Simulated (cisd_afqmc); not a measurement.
Input (AFQMC/UCISD/cc-pV(T+d)Z; cisd_afqmc is a phaseless AFQMC code with CISD trial states that reads the integrals written by Ansatz): A basis named .json is the Basis Set Exchange file of that set.

Ansatz 0.2 input:
```python
import cisd_afqmc

open("ham.yaml", "w").write("""\
crystal:
  periodic: [false, false, false]
  atoms:
    - {symbol: P, position_ang: [-0.00494663, -0.00315703, 0.11662516]}
    - {symbol: H, position_ang: [0.03811855, 1.04938416, -0.84687971]}
    - {symbol: H, position_ang: [0.03608089, -1.00202865, -0.90249773]}
basis:
  gaussian:
    orbitals: cc-pV_T+d_Z.json
total_charge: 1
correlation: {method: ccsd, electrons: outside_noble_gas, hamiltonian_folder: ham}
magnetization: {spin_polarized: true, initial_magnetization: 0}
scf: {lower_state_search: full}
""")
rep = cisd_afqmc.ansatz("ham.yaml")
e_ccsd = rep["correlation"]["coupled_cluster"]["energy"]["hartree"]
out = cisd_afqmc.run("ham", e_ccsd, trial="CISD", walkers=100, populations=8, threads=8, dt=0.005, steps=40, early=24, settle=10, least=32,
    cut=5e-5, rank_cut=2e-4, target=0.0004, seconds=1500, seed=1, memory=17280, gpu=False)
```

Output:

```
orbitals 62, occupied [3, 3], factors 279 of 381, rank of the doubles 156 of 354
E(HF) = -341.550966
E(CCSD) on the cut factors = -341.696157, shift to the whole factors -0.000012
Energy of the trial state on the determinant = -341.696110
  tau behind 7.2 of longer steps, mean of the populations' last blocks
   2.0  -341.70077
   4.0  -341.70093
   6.0  -341.70050
   8.0  -341.70097
blocks 322 (0 outliers left out), error by blocks joined: 1: 0.00011, 2: 0.00014, 4: 0.00017, 8: 0.00020, 16: 0.00026
E(AFQMC/CISD) = -341.70088 +/- 0.00026
```

The determinant is spin-contaminated: <S^2> is 0.43, 0.43 over the pure value.

A triplet may lie lower; no result for it is given here.

The error still grows at the longest joins of blocks, or few joins were possible, so the printed bar may be too narrow.
